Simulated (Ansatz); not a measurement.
## What each rung costs, and what it gives

The pair of NH₄⁺ (SMILES [NH4+], atoms 1–5) and SiH₄ (SMILES [SiH4], atoms 6–10), both closed shells, in one local arrangement (a lower one may exist), relaxed at PBE0-D4/def2-TZVP:

```json
{"atom": "N1", "x (Å)": "-0.1923", "y (Å)": "0.1423", "z (Å)": "-2.0149"}
{"atom": "H2", "x (Å)": "0.1326", "y (Å)": "-0.7206", "z (Å)": "-2.4556"}
{"atom": "H3", "x (Å)": "-0.0954", "y (Å)": "0.0625", "z (Å)": "-0.9788"}
{"atom": "H4", "x (Å)": "-1.1733", "y (Å)": "0.2980", "z (Å)": "-2.2550"}
{"atom": "H5", "x (Å)": "0.3686", "y (Å)": "0.9276", "z (Å)": "-2.3509"}
{"atom": "Si6", "x (Å)": "0.1981", "y (Å)": "-0.1455", "z (Å)": "2.0728"}
{"atom": "H7", "x (Å)": "-0.7105", "y (Å)": "-1.2263", "z (Å)": "2.5088"}
{"atom": "H8", "x (Å)": "0.0476", "y (Å)": "-0.0643", "z (Å)": "0.5685"}
{"atom": "H9", "x (Å)": "1.6222", "y (Å)": "-0.4559", "z (Å)": "2.3172"}
{"atom": "H10", "x (Å)": "-0.1975", "y (Å)": "1.1821", "z (Å)": "2.5878"}
```

Interaction energies are counterpoise-corrected; the time is that of the whole pair.

Ansatz 0.2.0; basis: as named in each row; cores frozen in the correlated methods. B3LYP uses VWN-RPA correlation. Extrapolation: Hartree–Fock as exp(−7.88 √X), correlation as X^−2.97.

Times are rough, for one single point on 2 threads of a shared host (Arm Neoverse V1).

The estimate by CCSD(T) at an estimated basis limit (MP2 extrapolated from triple and quadruple zeta, plus CCSD(T) − MP2 in triple zeta) is -7.15 kcal/mol.

```tsv
method	basis	time (s)	interaction energy (kcal/mol)	method less estimate
HF	STO-3G	under 1	-6.37	0.78
PBE-D4	STO-3G	under 1	-10.98	-3.83
SPW92	def2-SVP	under 1	-10.15	-3.00
B3LYP-D4	6-31G	under 1	-7.78	-0.63
PBE0-D4	def2-SVP	under 1	-7.86	-0.70
PBE-D4	def2-SVP	under 1	-8.64	-1.48
CCSD(T)	def2-SVP	under 1	-6.05	1.10
PBE-D4	def2-TZVPPD	2	-8.81	-1.66
revPBE-D4	def2-TZVPPD	2	-7.77	-0.62
BLYP-D4	def2-TZVPPD	2	-8.42	-1.27
PBE0-D4	def2-TZVPPD	3	-8.08	-0.92
HSE06-D4	def2-TZVPPD	3	-8.12	-0.96
wB97M-V	def2-SVP	3	-7.39	-0.24
B3LYP-D4	def2-TZVPPD	3	-8.12	-0.97
r2SCAN-D4	def2-TZVPPD	4	-7.69	-0.54
B2PLYP	def2-TZVPPD	5	-7.40	-0.25
wB97X-V	def2-TZVPPD	8	-7.22	-0.07
B97M-V	def2-TZVPPD	8	-8.46	-1.31
wB97M-V	def2-TZVPPD	8	-7.35	-0.19
MP2	def2-QZVPPD	15	-7.20	-0.05
CCSD(T)	def2-TZVPPD	43	-6.99	0.16
```

T1 diagnostic: at most 0.012.
